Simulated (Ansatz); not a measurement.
`[CH]F` + `[SiH3]`• → `[C]F`• + SiH₄  (hydrogen abstraction from a C–H bond)

Program: Ansatz. Geometries: PBE0-D4/def2-TZVP. ΔE: electronic, gas phase. CCSD(T)/CBS is extrapolated from def2-TZVPP and def2-QZVPP, frozen cores. DFT in def2-TZVPP. Open shells (•) are unrestricted, without spin–orbit coupling.

`[CH]F`:

Cartesian coordinates in Å:
```
C -0.449 -0.003 0.241
F 0.311 -0.930 -0.263
H 0.137 0.934 0.022
```

`[SiH3]`•:

Cartesian coordinates in Å:
```
Si -0.305 -0.096 0.108
H 0.638 -1.214 0.370
H 0.078 1.121 0.869
H -0.411 0.189 -1.347
```

`[C]F`•:

Cartesian coordinates in Å:
```
C 0.342 0.040 0.533
F -0.342 -0.040 -0.533
```

SiH₄:

Cartesian coordinates in Å:
```
Si 0.000 0.000 0.000
H 1.015 1.055 0.246
H 0.520 -1.307 0.476
H -0.287 -0.081 -1.454
H -1.247 0.333 0.733
```

```tsv
level	ΔE (eV)
r2SCANh	-0.75
MP2/def2-QZVPP	-0.71
CCSD/CBS(def2)	-0.74
CCSD/cc-pV(D+d)Z	-0.80
```

(1) What does CCSD(T)/CBS give? (Best estimate.)

Largest T1 diagnostic among the species: 0.020.

Answers

(1) Ansatz gave: -0.72 eV. The listed levels differ from it by -0.03, 0.01, -0.02, -0.08 eV.

From r2SCAN to r2SCAN0 (25 % exact exchange), in def2-TZVPP and without D4, ΔE moves by −0.04 eV. In def2-TZVPP, CCSD(T) changes the Hartree–Fock value by +0.22 eV (the triples alone add +0.02 eV) and MP2 by +0.23 eV.
